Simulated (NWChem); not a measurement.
nitrogen trifluoride (NF3); SMILES FN(F)F

```xyz
4

F      0.8608     0.8608    -0.1216
N      0.0000     0.0000     0.4667
F     -1.1759     0.3151    -0.1216
F      0.3151    -1.1759    -0.1216
```
Atoms are numbered in this order, from 1.

Computed with NWChem. Geometry optimised at PBE0/def2-SVP; all other runs use it. 

```json
[
 {"quantity": "dipole in solution (D) in n-hexane", "level": "PBE0/def2-SVP, SMD", "value": "0.06"},
 {"quantity": "isotropic polarisability (bohr³), static", "level": "CAM-B3LYP/def2-SVPD", "value": "?"},
 {"quantity": "vertical ionisation energy, ΔSCF (eV)", "level": "PBE/def2-SVP", "value": "12.57"},
 {"quantity": "vertical, lowest excitation, singlet (eV)", "level": "CAM-B3LYP/def2-SVPD, TDA", "value": "?"},
 {"quantity": "dipole (D)", "level": "PBE0/def2-SVP", "value": "0.06"},
 {"quantity": "highest harmonic frequency (cm⁻¹)", "level": "PBE0/def2-SVP", "value": "?"}
]
```

Task: Some entries are withheld; supply them.

Result: 
- isotropic polarisability (bohr³), static, value: 17.8
- vertical, lowest excitation, singlet (eV), value: 8.75
- highest harmonic frequency (cm⁻¹), value: 1106
